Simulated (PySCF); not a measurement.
Stepwise substitution at one centre (Al F-Cl). Isolated molecules, 0 K electronic values unless said otherwise. Strings in code marks are SMILES.

The numbers are results of PySCF 2.14.0 with ωB97X-D3(BJ)/def2-TZVP, not measurements. All candidates: neutral, multiplicity 1. Excitations are Tamm–Dancoff values on a coarser integration grid. The basis has no diffuse functions, so Rydberg states are missing or too high.

```json
{
 "dipole_moment": "0.42 D",
 "S1 excitation (TDA)": "7.48 eV",
 "HOMO": "-12.14 eV"
}
```

Problem. Which member has these values?
(A) `[F][Al]([Cl])[Cl]`
(B) `[Cl][Al]([Cl])[Cl]`
(C) `[F][Al]([F])[Cl]`
(D) `[F][Al]([F])[F]`

Solution. A, `[F][Al]([Cl])[Cl]`. The others give `[F][Al]([F])[Cl]`: 0.43 D, 7.64 eV, -12.50 eV; `[Cl][Al]([Cl])[Cl]`: 0.00 D, 7.36 eV, -11.87 eV; `[F][Al]([F])[F]`: 0.01 D, 8.78 eV, -14.35 eV
